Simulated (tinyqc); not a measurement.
Worked calculation: MP2 on RHF in the sto-3g basis, frozen core, for H2O, spin multiplicity 1. Computed by tinyqc, a small Python program that keeps every step (integrals from PySCF). Settings: charge = 0, multiplicity = 1, basis = sto-3g, method = RHF, frozen orbitals = 1, energy threshold = 1e-10, iteration cap = 55, orthogonalisation = symmetric, start = core, DIIS depth = 6. Command: `OMP_NUM_THREADS=1 python tinyqc.py 22341 22342 out.jsonl` (the two numbers bound the seeds that draw the settings). One thread of a shared host (Intel(R) Xeon(R) Processor @ 2.60GHz), about 0.1 s of CPU time with the checks. The early iterations of the SCF are left out here.

## One-electron integrals

Geometry (angstrom):
```
atom         x          y         z
O     0.000000   0.000000  0.000000
H     0.000000   0.767000  0.508000
H     0.000000  -0.767000  0.508000
```

Basis sto-3g: exponents (1/bohr^2) and contraction coefficients of normalised primitives:
```
element  l (shell)    exponent  coefficient
O            s (1)  130.709320     0.154329
O            s (1)   23.808861     0.535328
O            s (1)    6.443608     0.444635
O            s (2)    5.033151    -0.099967
O            s (2)    1.169596     0.399513
O            s (2)    0.380389     0.700115
O            p (3)    5.033151     0.155916
O            p (3)    1.169596     0.607684
O            p (3)    0.380389     0.391957
H            s (1)    3.425251     0.154329
H            s (1)    0.623914     0.535328
H            s (1)    0.168855     0.444635
```

Overlap, kinetic and nuclear-attraction integrals over the contracted functions; the nuclear repulsion is the sum of Za Zb / Rab.

nuclear repulsion = 9.54830305 hartree

overlap S:
```
           1O 1s     1O 2s    1O 2px     1O 2py    1O 2pz     2H 1s      3H 1s
1O 1s   1.000000  0.236704  0.000000   0.000000  0.000000  0.058947   0.058947
1O 2s   0.236704  1.000000  0.000000   0.000000  0.000000  0.499540   0.499540
1O 2px  0.000000  0.000000  1.000000   0.000000  0.000000  0.000000   0.000000
1O 2py  0.000000  0.000000  0.000000   1.000000  0.000000  0.338539  -0.338539
1O 2pz  0.000000  0.000000  0.000000   0.000000  1.000000  0.224221   0.224221
2H 1s   0.058947  0.499540  0.000000   0.338539  0.224221  1.000000   0.244529
3H 1s   0.058947  0.499540  0.000000  -0.338539  0.224221  0.244529   1.000000
```

kinetic energy T (hartree):
```
            1O 1s      1O 2s    1O 2px     1O 2py    1O 2pz     2H 1s      3H 1s
1O 1s   29.003200  -0.168011  0.000000   0.000000  0.000000  0.000408   0.000408
1O 2s   -0.168011   0.808128  0.000000   0.000000  0.000000  0.147280   0.147280
1O 2px   0.000000   0.000000  2.528731   0.000000  0.000000  0.000000   0.000000
1O 2py   0.000000   0.000000  0.000000   2.528731  0.000000  0.261557  -0.261557
1O 2pz   0.000000   0.000000  0.000000   0.000000  2.528731  0.173234   0.173234
2H 1s    0.000408   0.147280  0.000000   0.261557  0.173234  0.760032   0.006908
3H 1s    0.000408   0.147280  0.000000  -0.261557  0.173234  0.006908   0.760032
```

nuclear attraction V (hartree):
```
             1O 1s       1O 2s      1O 2px      1O 2py      1O 2pz      2H 1s      3H 1s
1O 1s   -61.768872   -7.455388    0.000000    0.000000   -0.018559  -1.913205  -1.913205
1O 2s    -7.455388  -10.183129    0.000000    0.000000   -0.215023  -4.126323  -4.126323
1O 2px    0.000000    0.000000  -10.019135    0.000000    0.000000   0.000000   0.000000
1O 2py    0.000000    0.000000    0.000000  -10.208629    0.000000  -2.497166   2.497166
1O 2pz   -0.018559   -0.215023    0.000000    0.000000  -10.102260  -1.722292  -1.722292
2H 1s    -1.913205   -4.126323    0.000000   -2.497166   -1.722292  -5.978432  -1.628691
3H 1s    -1.913205   -4.126323    0.000000    2.497166   -1.722292  -1.628691  -5.978432
```

core Hamiltonian H = T + V (hartree):
```
             1O 1s      1O 2s     1O 2px     1O 2py     1O 2pz      2H 1s      3H 1s
1O 1s   -32.765672  -7.623399   0.000000   0.000000  -0.018559  -1.912796  -1.912796
1O 2s    -7.623399  -9.375001   0.000000   0.000000  -0.215023  -3.979043  -3.979043
1O 2px    0.000000   0.000000  -7.490404   0.000000   0.000000   0.000000   0.000000
1O 2py    0.000000   0.000000   0.000000  -7.679898   0.000000  -2.235609   2.235609
1O 2pz   -0.018559  -0.215023   0.000000   0.000000  -7.573529  -1.549057  -1.549057
2H 1s    -1.912796  -3.979043   0.000000  -2.235609  -1.549057  -5.218400  -1.621783
3H 1s    -1.912796  -3.979043   0.000000   2.235609  -1.549057  -1.621783  -5.218400
```

## Two-electron integrals

Functions are numbered as in S; the eight-fold symmetry (ij|kl) = (ji|kl) = (kl|ij) leaves the list below.

Two-electron integrals (ij|kl) in chemists' order, unique and non-zero (hartree):
```
(11|11) 4.785065    (21|11) 0.741380    (21|21) 0.136873    (22|11) 1.118947
(22|21) 0.256633    (22|22) 0.817206    (31|31) 0.024477    (32|31) 0.037809
(32|32) 0.180518    (33|11) 1.115814    (33|21) 0.256684    (33|22) 0.817023
(33|33) 0.880159    (41|41) 0.024477    (42|41) 0.037809    (42|42) 0.180518
(43|43) 0.047444    (44|11) 1.115814    (44|21) 0.256684    (44|22) 0.817023
(44|33) 0.785270    (44|44) 0.880159    (51|51) 0.024477    (52|51) 0.037809
(52|52) 0.180518    (53|53) 0.047444    (54|54) 0.047444    (55|11) 1.115814
(55|21) 0.256684    (55|22) 0.817023    (55|33) 0.785270    (55|44) 0.785270
(55|55) 0.880159    (61|11) 0.187829    (61|21) 0.034356    (61|22) 0.063908
(61|33) 0.063789    (61|41) 0.001309    (61|42) 0.002440    (61|44) 0.064042
(61|51) 0.000867    (61|52) 0.001616    (61|54) 0.000168    (61|55) 0.063900
(61|61) 0.008734    (62|11) 0.430161    (62|21) 0.099777    (62|22) 0.348657
(62|33) 0.342972    (62|41) 0.006192    (62|42) 0.046125    (62|44) 0.354604
(62|51) 0.004101    (62|52) 0.030550    (62|54) 0.007704    (62|55) 0.348074
(62|61) 0.025475    (62|62) 0.179956    (63|31) 0.010760    (63|32) 0.061459
(63|43) 0.009728    (63|53) 0.006443    (63|63) 0.026506    (64|11) 0.248516
(64|21) 0.058425    (64|22) 0.218105    (64|33) 0.208078    (64|41) 0.013964
(64|42) 0.089040    (64|44) 0.234754    (64|51) 0.002122    (64|52) 0.018267
(64|54) 0.011225    (64|55) 0.211246    (64|61) 0.015616    (64|62) 0.136748
(64|64) 0.129312    (65|11) 0.164597    (65|21) 0.038696    (65|22) 0.144455
(65|33) 0.137814    (65|41) 0.002122    (65|42) 0.018267    (65|44) 0.142597
(65|51) 0.012165    (65|52) 0.073558    (65|54) 0.012895    (65|55) 0.152798
(65|61) 0.010343    (65|62) 0.090571    (65|64) 0.068090    (65|65) 0.071603
(66|11) 0.550107    (66|21) 0.129667    (66|22) 0.516843    (66|33) 0.495766
(66|41) 0.010991    (66|42) 0.110487    (66|44) 0.539288    (66|51) 0.007279
(66|52) 0.073178    (66|54) 0.028826    (66|55) 0.514858    (66|61) 0.033450
(66|62) 0.326871    (66|64) 0.283952    (66|65) 0.188067    (66|66) 0.774606
(71|11) 0.187829    (71|21) 0.034356    (71|22) 0.063908    (71|33) 0.063789
(71|41) -0.001309   (71|42) -0.002440   (71|44) 0.064042    (71|51) 0.000867
(71|52) 0.001616    (71|54) -0.000168   (71|55) 0.063900    (71|61) 0.008586
(71|62) 0.024606    (71|64) 0.013719    (71|65) 0.009995    (71|66) 0.031848
(71|71) 0.008734    (72|11) 0.430161    (72|21) 0.099777    (72|22) 0.348657
(72|33) 0.342972    (72|41) -0.006192   (72|42) -0.046125   (72|44) 0.354604
(72|51) 0.004101    (72|52) 0.030550    (72|54) -0.007704   (72|55) 0.348074
(72|61) 0.024606    (72|62) 0.145857    (72|64) 0.076168    (72|65) 0.071293
(72|66) 0.218235    (72|71) 0.025475    (72|72) 0.179956    (73|31) 0.010760
(73|32) 0.061459    (73|43) -0.009728   (73|53) 0.006443    (73|63) 0.020761
(73|73) 0.026506    (74|11) -0.248516   (74|21) -0.058425   (74|22) -0.218105
(74|33) -0.208078   (74|41) 0.013964    (74|42) 0.089040    (74|44) -0.234754
(74|51) -0.002122   (74|52) -0.018267   (74|54) 0.011225    (74|55) -0.211246
(74|61) -0.013719   (74|62) -0.076168   (74|64) -0.019454   (74|65) -0.036347
(74|66) -0.099884   (74|71) -0.015616   (74|72) -0.136748   (74|74) 0.129312
(75|11) 0.164597    (75|21) 0.038696    (75|22) 0.144455    (75|33) 0.137814
(75|41) -0.002122   (75|42) -0.018267   (75|44) 0.142597    (75|51) 0.012165
(75|52) 0.073558    (75|54) -0.012895   (75|55) 0.152798    (75|61) 0.009995
(75|62) 0.071293    (75|64) 0.036347    (75|65) 0.055071    (75|66) 0.117039
(75|71) 0.010343    (75|72) 0.090571    (75|74) -0.068090   (75|75) 0.071603
(76|11) 0.163549    (76|21) 0.038217    (76|22) 0.143017    (76|33) 0.140079
(76|44) 0.143218    (76|51) 0.002561    (76|52) 0.021957    (76|55) 0.145607
(76|61) 0.009636    (76|62) 0.071386    (76|64) 0.046735    (76|65) 0.040393
(76|66) 0.129854    (76|71) 0.009636    (76|72) 0.071386    (76|74) -0.046735
(76|75) 0.040393    (76|76) 0.033686    (77|11) 0.550107    (77|21) 0.129667
(77|22) 0.516843    (77|33) 0.495766    (77|41) -0.010991   (77|42) -0.110487
(77|44) 0.539288    (77|51) 0.007279    (77|52) 0.073178    (77|54) -0.028826
(77|55) 0.514858    (77|61) 0.031848    (77|62) 0.218235    (77|64) 0.099884
(77|65) 0.117039    (77|66) 0.338878    (77|71) 0.033450    (77|72) 0.326871
(77|74) -0.283952   (77|75) 0.188067    (77|76) 0.129854    (77|77) 0.774606
```

## Orthogonalisation

S = U s U^T; symmetric (Loewdin) form X = U s^(-1/2) U^T, so that X^T S X = 1.

eigenvalues of S: 0.319420  0.383605  0.893041  1.000000  1.081409  1.371866  1.950660

X:
```
            1O 1s      1O 2s    1O 2px     1O 2py     1O 2pz      2H 1s      3H 1s
1O 1s    1.024380  -0.145677  0.000000   0.000000  -0.010072   0.022981   0.022981
1O 2s   -0.145677   1.282711  0.000000   0.000000   0.114765  -0.323920  -0.323920
1O 2px   0.000000   0.000000  1.000000   0.000000   0.000000   0.000000   0.000000
1O 2py   0.000000   0.000000  0.000000   1.140052   0.000000  -0.260619   0.260619
1O 2pz  -0.010072   0.114765  0.000000   0.000000   1.050507  -0.143007  -0.143007
2H 1s    0.022981  -0.323920  0.000000  -0.260619  -0.143007   1.237941  -0.090358
3H 1s    0.022981  -0.323920  0.000000   0.260619  -0.143007  -0.090358   1.237941
```

## Iteration 8 (converged): orbitals

converged F (hartree):
```
             1O 1s      1O 2s     1O 2px     1O 2py     1O 2pz      2H 1s      3H 1s
1O 1s   -20.215450  -5.161416   0.000000   0.000000  -0.029698  -1.303514  -1.303514
1O 2s    -5.161416  -2.450920   0.000000   0.000000  -0.131877  -1.086226  -1.086226
1O 2px    0.000000   0.000000  -0.387076   0.000000   0.000000   0.000000   0.000000
1O 2py    0.000000   0.000000   0.000000  -0.357142   0.000000  -0.422001   0.422001
1O 2pz   -0.029698  -0.131877   0.000000   0.000000  -0.363656  -0.345774  -0.345774
2H 1s    -1.303514  -1.086226   0.000000  -0.422001  -0.345774  -0.622466  -0.406989
3H 1s    -1.303514  -1.086226   0.000000   0.422001  -0.345774  -0.406989  -0.622466
```

Diagonalise F' = X^T F X, C = X C', fill 5 alpha and 5 beta electrons from the bottom; D = 2 C_occ C_occ^T. Each column has its largest component positive (the first on a tie).

F' = X^T F X (hartree):
```
            1          2          3          4          5          6          7
1  -19.833501  -2.697566   0.000000   0.000000  -0.051984  -0.217824  -0.217824
2   -2.697566  -1.180671   0.000000   0.000000   0.111554  -0.559778  -0.559778
3    0.000000   0.000000  -0.387076   0.000000   0.000000   0.000000   0.000000
4    0.000000   0.000000   0.000000   0.008083   0.000000  -0.515668   0.515668
5   -0.051984   0.111554   0.000000   0.000000  -0.225413  -0.315849  -0.315849
6   -0.217824  -0.559778   0.000000  -0.515668  -0.315849   0.041797  -0.113857
7   -0.217824  -0.559778   0.000000   0.515668  -0.315849  -0.113857   0.041797
```

orbital energies (hartree): MO1 -20.224491, MO2 -1.276961, MO3 -0.651120, MO4 -0.436755, MO5 -0.387076, MO6 0.626562, MO7 0.814856

coefficients C:
```
              MO1        MO2        MO3        MO4       MO5        MO6        MO7
1O 1s    0.994017  -0.232159   0.000000   0.098775  0.000000  -0.141459   0.000000
1O 2s    0.027505   0.821729   0.000000  -0.518195  0.000000   0.972146   0.000000
1O 2px   0.000000   0.000000   0.000000   0.000000  1.000000   0.000000   0.000000
1O 2py   0.000000   0.000000   0.598587   0.000000  0.000000   0.000000   1.037910
1O 2pz   0.004390   0.132300   0.000000   0.812187  0.000000   0.693230   0.000000
2H 1s   -0.006451   0.162796   0.436497   0.251721  0.000000  -0.833348  -0.871540
3H 1s   -0.006451   0.162796  -0.436497   0.251721  0.000000  -0.833348   0.871540
```

D after iteration 8:
```
            1O 1s      1O 2s    1O 2px     1O 2py     1O 2pz      2H 1s      3H 1s
1O 1s    2.103447  -0.429232  0.000000   0.000000   0.107747  -0.038686  -0.038686
1O 2s   -0.429232   1.889043  0.000000   0.000000  -0.624073   0.006312   0.006312
1O 2px   0.000000   0.000000  2.000000   0.000000   0.000000   0.000000   0.000000
1O 2py   0.000000   0.000000  0.000000   0.716613   0.000000   0.522562  -0.522562
1O 2pz   0.107747  -0.624073  0.000000   0.000000   1.354342   0.451908   0.451908
2H 1s   -0.038686   0.006312  0.000000   0.522562   0.451908   0.560873  -0.201243
3H 1s   -0.038686   0.006312  0.000000  -0.522562   0.451908  -0.201243   0.560873
```

## Convergence

Stop when the energy changes by less than 1e-10 hartree and every element of the error matrix X^T (F D S - S D F) X is below 3e-06.

Course of the cycle:
```
iteration   E (hartree)     change  largest element of the error matrix
1          -73.22198793          -                             7.57e-01
2          -74.94452231  -1.72e+00                             4.87e-02
3          -74.94862260  -4.10e-03                             1.61e-02
4          -74.94900751  -3.85e-04                             3.12e-03
5          -74.94903126  -2.38e-05                             4.68e-04
6          -74.94903186  -5.95e-07                             3.56e-05
7          -74.94903186  -2.00e-09                             2.41e-07
8          -74.94903186  -7.11e-14                             3.00e-09
```

PySCF RHF in the same basis = -74.94903186 hartree

Converged in 8 iterations.

## Integrals over molecular orbitals

(pq|rs) = sum C_ip C_jq C_kr C_ls (ij|kl), one index at a time.

one-electron integrals over orbitals h = C^T H C (hartree):
```
            1          2          3          4          5          6          7
1  -32.747569   0.559409   0.000000  -0.225163   0.000000   0.328149   0.000000
2    0.559409  -7.701887   0.000000   0.382080   0.000000  -1.413916   0.000000
3    0.000000   0.000000  -6.458767   0.000000   0.000000   0.000000  -1.727938
4   -0.225163   0.382080   0.000000  -7.122303   0.000000  -0.972933   0.000000
5    0.000000   0.000000   0.000000   0.000000  -7.490404   0.000000   0.000000
6    0.328149  -1.413916   0.000000  -0.972933   0.000000  -5.273435   0.000000
7    0.000000   0.000000  -1.727938   0.000000   0.000000   0.000000  -5.647925
```

Two-electron integrals over orbitals (pq|rs), unique and non-zero (hartree); the lowest 1 orbital is frozen and left out:
```
(22|22) 0.728027    (32|32) 0.148856    (33|22) 0.649942    (33|33) 0.641882
(42|22) 0.010510    (42|33) 0.007591    (42|42) 0.123601    (43|32) 0.018178
(43|43) 0.043978    (44|22) 0.685233    (44|33) 0.608470    (44|42) -0.105103
(44|44) 0.813107    (52|52) 0.143937    (53|53) 0.029355    (54|52) -0.044563
(54|54) 0.056401    (55|22) 0.747089    (55|33) 0.634372    (55|42) -0.061045
(55|44) 0.742679    (55|55) 0.880159    (62|22) 0.142391    (62|33) 0.074210
(62|42) 0.020370    (62|44) 0.100771    (62|55) 0.162337    (62|62) 0.101938
(63|32) -0.046287   (63|43) -0.026425   (63|63) 0.074953    (64|22) 0.087941
(64|33) 0.039982    (64|42) -0.015580   (64|44) 0.108960    (64|55) 0.102228
(64|62) 0.061632    (64|64) 0.056984    (65|52) 0.062589    (65|54) -0.003846
(65|65) 0.040168    (66|22) 0.610068    (66|33) 0.572848    (66|42) 0.062459
(66|44) 0.544988    (66|55) 0.584598    (66|62) 0.090795    (66|64) 0.042426
(66|66) 0.591775    (72|32) 0.038417    (72|43) -0.031911   (72|63) 0.035902
(72|72) 0.060694    (73|22) 0.137653    (73|33) 0.093002    (73|42) -0.069864
(73|44) 0.169229    (73|55) 0.188680    (73|62) 0.079685    (73|64) 0.067114
(73|66) 0.036485    (73|73) 0.148423    (74|32) -0.074159   (74|43) 0.007545
(74|63) 0.042118    (74|72) -0.017088   (74|74) 0.064681    (75|53) 0.023770
(75|75) 0.024640    (76|32) 0.105079    (76|43) 0.042689    (76|63) -0.069721
(76|72) -0.008796   (76|74) -0.055744   (76|76) 0.120168    (77|22) 0.629919
(77|33) 0.618357    (77|42) -0.014620   (77|44) 0.620790    (77|55) 0.633391
(77|62) 0.071802    (77|64) 0.038977    (77|66) 0.566455    (77|73) 0.099912
(77|77) 0.628692
```

## Second-order Moller-Plesset energy

Hartree-Fock energy = -74.94903186 hartree

E2 = sum_ijab (ia|jb) [2 (ia|jb) - (ib|ja)] / (e_i + e_j - e_a - e_b) over occupied i, j and virtual a, b; the opposite-spin part is (ia|jb)^2 / denominator, the rest is same-spin, and SCS-MP2 scales them by 6/5 and 1/3.

Terms:
```
i  j  a  b    (ia|jb)    (ib|ja)  denominator       term
3  3  7  7   0.148423   0.148423    -2.931952  -0.007514
3  2  7  6   0.079685   0.035902    -3.369499  -0.002920
2  3  6  7   0.079685   0.035902    -3.369499  -0.002920
2  2  6  6   0.101938   0.101938    -3.807046  -0.002730
4  3  6  7   0.067114   0.042118    -2.529294  -0.002444
3  4  7  6   0.067114   0.042118    -2.529294  -0.002444
3  3  6  6   0.074953   0.074953    -2.555364  -0.002198
4  4  7  7   0.064681   0.064681    -2.503224  -0.001671
4  4  6  6   0.056984   0.056984    -2.126635  -0.001527
2  4  6  6   0.061632   0.061632    -2.966841  -0.001280
4  2  6  6   0.061632   0.061632    -2.966841  -0.001280
2  2  7  7   0.060694   0.060694    -4.183635  -0.000881
5  5  6  6   0.040168   0.040168    -2.027277  -0.000796
4  3  7  6   0.042118   0.067114    -2.529294  -0.000285
3  4  6  7   0.042118   0.067114    -2.529294  -0.000285
5  5  7  7   0.024640   0.024640    -2.403865  -0.000253
2  4  7  7  -0.017088  -0.017088    -3.343429  -0.000087
4  2  7  7  -0.017088  -0.017088    -3.343429  -0.000087
2  3  7  6   0.035902   0.079685    -3.369499   0.000084
3  2  6  7   0.035902   0.079685    -3.369499   0.000084
```

Pair energies (hartree; pair i-j sums ij and ji):
```
pair  opposite spin  same spin
2-2       -0.003610   0.000000
3-2       -0.004534  -0.001138
3-3       -0.009712   0.000000
4-2       -0.002735   0.000000
4-3       -0.004964  -0.000494
4-4       -0.003198   0.000000
5-5       -0.001048   0.000000
```

MP2 correlation energy = -0.03143425 hartree

SCS-MP2 correlation energy = -0.03630682 hartree

MP2 total energy = -74.98046611 hartree
